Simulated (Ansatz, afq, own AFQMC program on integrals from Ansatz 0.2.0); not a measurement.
## SiH₅O, doublet in cc-pVDZ, levels against CCSDT(Q)

```yaml
atoms:
  - { symbol: O, position_ang: [-1.7785, -0.0190, 0.0000] }
  - { symbol: H, position_ang: [-2.0279, 0.9076, 0.0000] }
  - { symbol: H, position_ang: [-0.4875, -0.0190, 0.0000] }
  - { symbol: Si, position_ang: [0.9525, -0.0190, 0.0000] }
  - { symbol: H, position_ang: [1.4024, -1.4353, 0.0000] }
  - { symbol: H, position_ang: [1.4024, 0.6891, -1.2265] }
  - { symbol: H, position_ang: [1.4024, 0.6891, 1.2265] }
```

Basis cc-pVDZ. Noble-gas cores (and the filled d shells of Ga–Kr and In–Xe) are frozen. AFQMC by an in-house program on the Cholesky factors that Ansatz 0.2.0 writes for its CCSD(T) run. ph-AFQMC/CISD is guided by a CISD state made of CCSD amplitudes; releasing the constraint for a short imaginary time cuts its bias at the price of noise, slowly where states lie close. Uncertainties: one standard error, sampling alone.

Determinant: UHF, the one that the program's search chose, which needn't be the lowest solution. The geometry is a point of a scan.

No full CI on the walks' own integrals is used here; CCSDT(Q) serves as the reference and is uncertain by about the last step of the cluster series.

Cautions: the released energies move by 1.5 errors or more from one time to the next, so no released level is given (meV from the phaseless value at times in 1/Eh: -6 ± 5 at 0.24, -2 ± 4 at 0.51, -1 ± 4 at 0.99, -15 ± 5 at 1.50).

The T1 diagnostic is 0.0216 and the weight of the determinant in the CISD state is 0.867. The ⟨S²⟩ of the determinant is 0.772 and the size of the correlated space is 15 electrons in 51 orbitals.

Reference: CCSDT(Q), correlation energy -9.371 eV.

```json
{"level": "HF", "E − E(reference) (mEh)": "344.37", "share of correlation (%)": "0.00"}
{"level": "MP2", "E − E(reference) (mEh)": "51.88", "share of correlation (%)": "84.93"}
{"level": "CCSD", "E − E(reference) (mEh)": "8.18", "share of correlation (%)": "97.63"}
{"level": "CCSD(T)", "E − E(reference) (mEh)": "1.60", "share of correlation (%)": "99.53"}
{"level": "CCSDT", "E − E(reference) (mEh)": "0.59", "share of correlation (%)": "99.83"}
{"level": "ph-AFQMC/HF", "E − E(reference) (mEh)": "1.65 ± 0.91", "share of correlation (%)": "99.52"}
{"level": "ph-AFQMC/CISD", "E − E(reference) (mEh)": "0.14 ± 0.16", "share of correlation (%)": "99.96"}
```

A walk keeps the symmetry of its determinant, which the program's search chose and which needn't be the lowest solution, so a lower state of the same spin and another symmetry isn't excluded.
